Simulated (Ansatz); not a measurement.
C6H12 can be A, `C=CC(C)(C)C`, or B, `C/C=C(\C)CC`.

Program: Ansatz. Geometries: PBE0-D4/def2-TZVP. ΔE: electronic, gas phase. CCSD(T)/CBS is the MP2 limit (def2-TZVPP, def2-QZVPP) plus CCSD(T) − MP2 in def2-TZVPP, frozen cores. DFT in def2-TZVPP. B3LYP here is the variant with VWN-RPA as its local correlation; programs differ in this. Each species was taken in one conformer, which may not be the lowest.

A:

Z-matrix (Å, degrees):
```
C
C 1 1.504
C 1 1.531 2 108.2
C 1 1.532 2 108.1 3 117.9
C 1 1.522 2 112.5 3 -121.1
C 2 1.325 1 127.5 3 121.3
H 2 1.090 1 114.1 3 -58.8
H 3 1.093 1 111.1 2 57.0
H 3 1.094 1 110.5 2 176.7
H 3 1.092 1 111.0 2 -63.1
H 4 1.093 1 111.1 2 -57.0
H 4 1.093 1 110.9 2 63.2
H 4 1.094 1 110.5 2 -176.7
H 5 1.093 1 110.1 2 180.0
H 5 1.093 1 111.4 2 -60.5
H 5 1.093 1 111.4 2 60.4
H 6 1.084 2 122.3 1 -0.0
H 6 1.084 2 121.0 1 180.0
```

B:

Z-matrix (Å, degrees):
```
C
C 1 1.491
H 1 1.090 2 113.2
H 1 1.095 2 110.7 3 -120.9
H 1 1.095 2 110.9 3 121.3
C 2 1.334 1 128.4 3 0.6
H 2 1.089 1 114.9 3 -179.5
C 6 1.503 2 120.2 1 179.5
C 6 1.497 2 124.4 1 -0.5
C 8 1.525 6 113.9 2 -116.1
H 8 1.098 6 109.0 2 122.3
H 8 1.094 6 109.0 2 6.3
H 9 1.095 6 111.2 2 113.1
H 9 1.089 6 113.0 2 -8.0
H 9 1.095 6 110.3 2 -128.9
H 10 1.092 8 110.8 6 178.2
H 10 1.092 8 111.8 6 -62.0
H 10 1.093 8 110.8 6 58.3
```

Which isomer does CCSD(T)/CBS put lower? Give the gap. (Best estimate.)

The calculation gave: B, by 0.3 kcal/mol. So small a gap doesn't settle the order.

Give E(B) − E(A) in kcal/mol with B3LYP, CCSD(T)/def2-TZVPP, r2SCAN-D4, PBE-D4, B2PLYP, B3LYP-D4, MP2/def2-TZVPP. (Best estimate.)

Ansatz gave: B3LYP -4.0, CCSD(T)/def2-TZVPP -0.2, r2SCAN-D4 -2.1, PBE-D4 -3.4, B2PLYP -2.3, B3LYP-D4 -2.6, MP2/def2-TZVPP 0.1. The order is the other way round with MP2/def2-TZVPP.

Largest T1 diagnostic: 0.009.

From BLYP to BHLYP (50 % exact exchange), in def2-TZVPP and without D4, E(B) − E(A) moves by +1.5 kcal/mol. In def2-TZVPP, CCSD(T) changes the Hartree–Fock value by +2.3 kcal/mol (the triples alone add +0.3 kcal/mol) and MP2 by +2.6 kcal/mol.
